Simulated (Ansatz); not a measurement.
1T (CdI2-type) ZrSe2, treated with LDA (PAW; Ansatz, an electronic-structure program).

Q: What does this level give for the interlayer binding energy, layer repeat distance and gap between the layers?

A: 
- interlayer binding energy = 15.6 meV/Å²
- layer repeat distance = 5.948 Å
- gap between the layers = 2.780 Å

Computed values are for the static lattice.

Computing time: about 120 core-seconds (a rough figure).
